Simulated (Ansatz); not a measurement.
The input, for Ansatz 0.2.0:

```yaml
crystal:
  periodic: [false, false, false]
  atoms:
    - {symbol: Ge, position_ang: [0.000000, 0.000000, 0.000000]}
    - {symbol: Al, position_ang: [0.000000, 0.000000, 4.477000]}
basis:
  gaussian: {orbitals: cc-pVDZ}
magnetization: {spin_polarized: false, initial_magnetization: 1}
correlation: {method: ccsdt_q, electrons: outside_noble_gas}
```

```sh
$ ansatz run in.yaml --threads 1 --pin off --events-out ev --progress --plain --max-ram 2393MiB
```

Output:

```
829 factors; integrals over basis functions are off by at most 1.4e-7 eV
mean field evaluation 1: about -63050.7983 eV, gradient 7.8e0 eV
mean field evaluation 2: about -63050.8027 eV, gradient 7.8e0 eV
mean field evaluation 4: about -63051.4220 eV, gradient 4.4e0 eV
mean field evaluation 8: about -63051.7771 eV, gradient 1.1e0 eV
mean field evaluation 16: about -63050.7983 eV, gradient 7.8e0 eV
mean field evaluation 32: about -63051.2885 eV, gradient 1.1e-1 eV
mean field evaluation 64: about -63049.0581 eV, gradient 9.8e-1 eV
mean field evaluation 96: about -63051.5496 eV, gradient 2.0e0 eV
mean field evaluation 128: about -63051.1388 eV, gradient 4.6e0 eV
mean field evaluation 160: about -63051.4944 eV, gradient 3.1e-1 eV
...
cycle  48  -4.45297442 eV  change   -2.5e-6 eV  update   2.5e-6
cycle  49  -4.45297475 eV  change   -3.3e-7 eV  update   1.7e-6
cycle  50  -4.45297558 eV  change   -8.2e-7 eV  update   1.9e-6
cycle   1  -4.45297532 eV  update   1.2e-6
cycle   2  -4.45297502 eV  change    3.0e-7 eV  update   1.1e-6
cycle   3  -4.45297461 eV  change    4.1e-7 eV  update   1.5e-6
cycle   4  -4.45297446 eV  change    1.4e-7 eV  update   8.9e-7
cycle   5  -4.45297490 eV  change   -4.4e-7 eV  update   6.5e-7
cycle   6  -4.45297555 eV  change   -6.5e-7 eV  update   5.8e-7
cycle   7  -4.45297576 eV  change   -2.1e-7 eV  update   5.4e-7
perturbative correction -0.02510967 eV, -0.0009227634 hartree
WARN: these amplitudes may be one of several solutions (largest doubles amplitude 0.51, level shift 1.04 eV)
Total energy: -63056.28257695 eV, -2317.2756436193 hartree
```

For the same geometry and basis full CI lies 0.4 meV higher. By full CI's occupations no single determinant describes the state well.

Ran on 1 thread of Arm Neoverse V1, shared host: 48 s wall, 0.23 GiB peak host memory.
